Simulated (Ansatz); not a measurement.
## Ansatz (development build ahead of 0.2.0) run

```yaml
crystal:
  periodic: [false, false, false]
  atoms:
    - { symbol: P, position_ang: [0.009, 0.1293, 0.0116] }
    - { symbol: H, position_ang: [-0.0534, -0.5397, -1.2495] }
    - { symbol: H, position_ang: [-1.0747, -0.6293, 0.5516] }
    - { symbol: H, position_ang: [0.9927, -0.7712, 0.5245] }
basis:
  gaussian: { orbitals: def2-SVP }
magnetization:
  spin_polarized: true
  initial_magnetization: 2
hamiltonian:
  xc: hf
output:
  forces: true
```

The input is written out in the form of the current development build from the run's settings.

Results

```yaml
Converged: yes
Total_energy: -342.14785 hartree
Spin_squared_of_the_determinant: 2.014
Stability_test: minimum
```

Forces (eV/Å):
| atom | Fx | Fy | Fz |
| --- | --- | --- | --- |
| P1 | 0.019 | -0.342 | 3.746 |
| H2 | -0.130 | -1.374 | -2.942 |
| H3 | -0.736 | 0.914 | -0.391 |
| H4 | 0.846 | 0.801 | -0.413 |

Caution: another spin multiplicity may lie lower; the determinant breaks the point group.
